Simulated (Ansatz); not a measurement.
## How far each method lies from full CI for GeH2⁺, doublet

Geometry: displaced at random from a stationary point.

```tsv
atom	x (Å)	y (Å)	z (Å)
Ge	-0.0006	-0.0210	0.0009
H	-0.0015	0.7280	-1.3601
H	0.0465	0.7873	1.2970
```

Basis aug-cc-pVDZ; Ansatz 0.2.0. Correlated methods freeze the noble-gas cores and the filled d shells of p-block atoms, which leaves 5 electrons in 40 orbitals. Prefix R: restricted or restricted open-shell reference; prefix U: unrestricted. Active spaces: valence = (5e, 6o) chosen from the atoms' valence shells. No spin–orbit coupling is included, and no scalar relativity.

Full CI is exact within this basis and frozen core; it isn't the basis-set limit. The frozen core follows each run's orbitals, which can shift R against U totals by a few meV for light atoms and by up to 0.1 eV past Ca.

For open shells CISD is restricted-active-space CI with the open shells as a complete middle space.

```
UHF ⟨S²⟩                          : 0.757
T1 diagnostic (RCCSD)             : 0.0208
largest doubles amplitude (RCCSD) : 0.053
```

```csv
level,E − E(RHF) (eV)
RMP2,-1.7081
RCCSD,-2.2677
RCCSD(T),-2.3075
```

Task: Estimate how far full CI in aug-cc-pVDZ lies from RCCSD(T). The table doesn't fix it; the size of (T) and the diagnostics are the guide.

Result: Full CI in aug-cc-pVDZ lies 1.4 kJ/mol below RCCSD(T), which is 36 % of the (T) step (-3.8 kJ/mol). The diagnostics give no warning, yet the rest is a sizeable part of (T).

The other levels:

| level | E − E(full CI) (kJ/mol) | share of correlation (%) | wall time |
| --- | --- | --- | --- |
| CISD | 9.9 | 95.60 | 1 s |
| BCCD(T) | 1.3 | 99.40 | 1.8 s |
| RCCSDT | 0.0 | 100.00 | – |
| RCCSDT(Q) | -0.1 | 100.02 | 8 s |
| CASSCF (valence space) | 122.6 | 45.28 | – |
| NEVPT2 (valence space) | 37.1 | 83.42 | 2.3 s |
| MRCISD (valence space) | 3.2 | 98.57 | – |
| MRCISD+Q (valence space) | -0.2 | 100.07 | 2.7 s |

The correlation energy at full CI, counted from RHF, is -2.322 eV. That run took 37 s on 1 thread of Arm Neoverse V1, shared host over 3,897,078 determinants.

Run but not shown, since their state or frozen core can't be matched to the reference's or they repeat it: UHF, UMP2, UCCSD, UCCSD(T), UCCSDT, UCCSDT(Q).

Times hold each run's SCF and search for its determinant on a shared host, so for small cases they say little of a method's own cost; they ran on 1 thread of Arm Neoverse V1.

The full-CI state has the irrep A' of Cs, in the program's axes.

Natural occupations of full CI about the gap: 1.955 1.942 0.991 0.029 0.022 0.020 0.008 0.008 0.005 0.004; effectively unpaired electrons, Σ n²(2−n)², 1.03.
